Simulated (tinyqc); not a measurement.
Orbital energy against energy difference: ionisation energy by orbital energies and by energy differences in the cc-pvdz basis, for H2O, spin multiplicity 1. Computed by the program tinyqc with PySCF. The cation is unrestricted; errors are against CCSD(T) in this basis, not against experiment.

Geometry (angstrom):
```
atom       x        y       z
O     0.0000   0.0000  0.0000
H     0.0000   0.7550  0.4810
H     0.0000  -0.7550  0.4810
```

CCSD(T) difference in the same basis = 12.1543 eV

IP-EOM-CCSD = 11.9974 eV

First vertical ionisation energy (eV):
```
method     -e(HOMO)  E(cation) - E  error of -e(HOMO)  error of the difference
HF           13.465       10.94805              1.311                   -1.206
LDA           6.302       12.86471             -5.853                    0.710
PBE           6.192       12.49690             -5.963                    0.343
B3LYP         7.903       12.53065             -4.252                    0.376
CAM-B3LYP     9.804       12.52975             -2.350                    0.375
LC-wPBE      11.292       12.58651             -0.863                    0.432
```

Estimate the missing row, method = PBE0.

Computed row:
```
method  -e(HOMO)  E(cation) - E  error of -e(HOMO)  error of the difference
PBE0       8.279       12.41502             -3.875                    0.261
```

Koopmans errs by +1.31 eV and Delta-HF by -1.21 eV: relaxation, 2.52 eV, lowers the value and the missing correlation difference works against it. The PBE level is off by -6.0 eV through the wrong tail of its potential, though its energy difference is off by +0.34 eV; exact exchange deepens the level, and among the orbital energies LC-wPBE comes closest; among the differences PBE0 does.
